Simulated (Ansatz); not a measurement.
in.yaml

```yaml
crystal:
  periodic: [false, false, false]
  atoms:
    - {symbol: Al, position_ang: [0.000000, -0.173920, 1.482405]}
    - {symbol: Al, position_ang: [0.000000, 0.173920, -1.482405]}
    - {symbol: H, position_ang: [0.000000, 1.296036, 2.586091]}
    - {symbol: H, position_ang: [0.000000, -1.296036, -2.586091]}
basis:
  gaussian: {orbitals: STO-3G}
correlation: {active_space: {ras: {orbitals: [4, 0, 6], electrons: 8, max_holes: 4, max_particles: 4}, fixed_orbitals: true}}
```

```sh
$ ansatz run in.yaml --threads 1 --pin off --events-out ev --progress --plain --max-ram 2393MiB
```

Output:

```
207 factors; integrals over basis functions are off by at most 1.2e-4 eV
mean field evaluation 1: about -13031.0866 eV, gradient 1.7e1 eV
mean field evaluation 2: about -13031.1023 eV, gradient 1.7e1 eV
mean field evaluation 4: about -13033.2861 eV, gradient 6.2e-1 eV
mean field evaluation 8: about -13033.2854 eV, gradient 7.1e-6 eV
mean field -13033.28540543 eV, -478.9644043714 hartree, gradient 1.3e-6 eV, S^2 0.000000; 0 other end points of the search recorded, 0 dependent functions left out
reference -13033.28540543 eV, -478.9644043714 hartree; 14, 14 occupied and 6, 6 virtual orbitals, 207 factors
state -13035.95432473 eV, -479.0624853465 hartree
Total energy: -13035.95432473 eV, -479.0624853465 hartree
```

Natural occupations: 1.9612 1.9608 1.9388 1.8827 0.0726 0.0484 0.0426 0.0372 0.0320 0.0238.

Ran on 1 thread of Arm Neoverse V1, shared host: 0.66 s wall, 0.08 GiB peak host memory.
